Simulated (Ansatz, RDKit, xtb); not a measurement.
**C3H4ClNO: which of the isomers drawn lies lowest?**

Which of a sample of isomers of C3H4ClNO is the most stable in the gas at 298.15 K, and what are its properties? The sample is small against all isomers, and the most stable one of this formula need not be in it.

The funnel: GFN2-xTB relaxations, single points with a density functional, relaxations at B3LYP-D3(BJ)/def2-SVP, harmonic vibrations, and a last energy at a higher level. All values are calculated.

## Step 1: Drawing up candidates

Isomers were taken from a list of plausible structures; this is a sample, not all of them. That gives 3 candidates.

| label | SMILES | spin |
| --- | --- | --- |
| c239 | C=C(Cl)NC=O | singlet |
| c525 | C=C(Cl)/N=C/O | singlet |
| c608 | C=C(Cl)/N=C\O | singlet |

Candidates are built by distance geometry, with a force field where one applies, in up to four conformers (letters a to d).

Q: Predict the outcome of this search (final energies at CCSD(T)/def2-SVP + MP2/def2-TZVPP - MP2/def2-SVP).

| quantity | value |
| --- | --- |
| lowest structure found | C=C(Cl)NC=O, singlet, Cs |
| next finalist | C=C(Cl)/N=C/O, singlet, 6.8 kcal/mol higher in G |
| share at equilibrium, among the finalists | 100.0 % |
| harmonic wavenumbers, lowest and highest (B3LYP-D3(BJ)/def2-SVP) | 70 and 3623 cm⁻¹ |
| rotational constants, same geometry | 0.2569, 0.05487, 0.04521 cm⁻¹ |

The lowest structure found is `C=C(Cl)NC=O`. Among the finalists first place is clear (6.8 kcal/mol); structures outside the list aren't covered. GFN2-xTB, HF/STO-3G, r2SCAN-D4/def2-SVP, B3LYP-D3(BJ)/def2-SVP, HF/def2-SVP and MP2/def2-SVP already put its bonding pattern lowest among the structures in one piece. The search is not exhaustive (a finite list of starts, one conformer a finalist), so a lower isomer can't be ruled out. Only 3 drawn patterns were tried, so whole families of isomers are missing, and the result ranks this sample alone.
